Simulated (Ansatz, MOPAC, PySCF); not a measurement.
Reaction (SMILES): CS (CH4S) [methanethiol] → C[S] (CH3S) + H atom (the H-S bond breaks)

Wanted: bond dissociation energy (enthalpy at 298 K), in kcal/mol. Terms: UHF or UKS for open shells; 6-31G* and kin with 6d, 5d where marked; 6-311+G** with 5d, 6d on Na to Ar in Ansatz (an electronic-structure program); dispersion terms only where a functional's name holds one; non-relativistic; valence correlation only; spin-orbit terms left out; LANL2DZ with its own core potentials from Na on. CBS marks a two-point X^-3 extrapolation of the correlation energy; Hartree-Fock from the larger set. [CCSD(T)-MP2]/basis is that difference in the basis named. First-principles rows: single points at B3LYP-D3(BJ) geometries (Ansatz), with unscaled harmonic terms from B3LYP/6-31G* at its own minima. Semi-empirical rows: MOPAC heats of formation at their own minima for 298 K.

Measured values: Active Thermochemical Tables 1.112 (ions: stationary electron), as tabulated in the package chemicals; G2/97 table in ASE (Curtiss et al.); they hold spin-orbit and core effects, anharmonicity. 

Value to compare with, the measured value: 87.4 kcal/mol.

| level | program | bond dissociation energy (enthalpy at 298 K) (kcal/mol) | error |
|---|---|---|---|
| PM6 | MOPAC | 82.2 | -5.2 |
| HF/6-31G* | Ansatz | 57.7 | -29.7 |
| PBE/6-311+G** | Ansatz | 82.4 | -5.0 |
| BLYP/6-31G* | Ansatz | 80.3 | -7.1 |
| BP86/6-31G* (5d) | PySCF | 83.7 | -3.7 |
| B3LYP/3-21G | Ansatz | 75.3 | -12.1 |
| B3LYP/6-31G* | Ansatz | 81.4 | -6.0 |
| B3LYP/6-31G** | Ansatz | 83.3 | -4.1 |
| B3LYP/cc-pVDZ | Ansatz | 82.0 | -5.4 |
| PBE0/6-311+G** | Ansatz | 82.2 | -5.2 |
| MP2/LANL2DZ | Ansatz | 62.3 | -25.1 |
| MP2/6-31G* | Ansatz | 72.1 | -15.3 |
| MP2/6-311+G** | Ansatz | 80.8 | -6.6 |
| B3PW91/6-31G* (5d) | PySCF | 81.2 | -6.2 |
| wB97M-V/def2-TZVPD | Ansatz | 86.4 | -1.0 |
| RI-MP2/CBS(aug-cc-pV(T+d)Z,aug-cc-pV(Q+d)Z)+[CCSD(T)-MP2]/aug-cc-pV(T+d)Z | Ansatz | 87.4 | 0.0 |

Among the 14 habitual levels, HF/6-31G* lies farthest from the measured value (-29.7 kcal/mol); 0 of 14 lie above it, and their mean absolute error is 9.8 kcal/mol, the median 6.1. One case shows no general order.

The levels are drawn from those run, B3LYP/6-31G* more often than the rest, none by its result; runs whose electronic state is in doubt are left out.
